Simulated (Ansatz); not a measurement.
## Worked example: P–CH–P⁺, triplet against P–CH–P, quartet

Geometry (PBE0/def2-TZVP stationary point of a quartet), kept for both states (P–CH–P, quartet: B1; P–CH–P⁺, triplet: B2):

```yaml
atoms:
  - { symbol: P, position_ang: [0.0000, -0.1426, 1.5476] }
  - { symbol: C, position_ang: [0.0000, 0.5938, 0.0000] }
  - { symbol: P, position_ang: [0.0000, -0.1426, -1.5476] }
  - { symbol: H, position_ang: [0.0000, 1.6910, 0.0000] }
```

Basis cc-pVDZ; Ansatz 0.2.0. Correlated methods freeze the noble-gas cores. R marks a restricted (for open shells ROHF) determinant, U an unrestricted one.

Full CI isn't at hand for all of this; UCCSDT(Q) serves as the reference, and is uncertain by about the last step of the cluster series.

Unrestricted rows (U, and Kohn–Sham where it breaks symmetry) aren't spin-pure: their determinants' ⟨S²⟩ exceeds S(S+1) by up to 0.37, so they mix in states of higher spin.

```csv
level,"E(P–CH–P, quartet) (hartree)","E(P–CH–P⁺, triplet) (hartree)"
UHF,-719.879922,-719.565141
UMP2,-720.158106,-719.856985
UCCSD(T),-720.219753,-719.911424
PBE0,-721.003270,-720.682331
UCCSDT(Q),-720.222972,-719.914842
```

Problem. Give the vertical gap, P–CH–P⁺ triplet less P–CH–P quartet, at each level in eV (1 hartree = 27.2114 eV), and each error against UCCSDT(Q).

Solution. UCCSDT(Q): (-719.914842 − (-720.222972)) × 27.2114 = 8.385 eV (the reference)
PBE0: (-720.682331 − (-721.003270)) × 27.2114 = 8.733 eV, error 0.348 eV
UCCSD(T): (-719.911424 − (-720.219753)) × 27.2114 = 8.390 eV, error 0.005 eV
UMP2: (-719.856985 − (-720.158106)) × 27.2114 = 8.194 eV, error -0.191 eV
UHF: (-719.565141 − (-719.879922)) × 27.2114 = 8.566 eV, error 0.181 eV

Total energies of functionals can't be set beside those of wave-function methods, since they hold the core's correlation and their own absolute errors; only the differences compare.

In so small a basis the reference is far from its limit while semilocal and hybrid functionals are nearer theirs, so the functionals' errors here hold much of the reference's basis and frozen-core error, which can add to them or hide them.

Each level lands on the state that its own search finds. T1 diagnostics of restricted CCSD: 0.039 and 0.024.
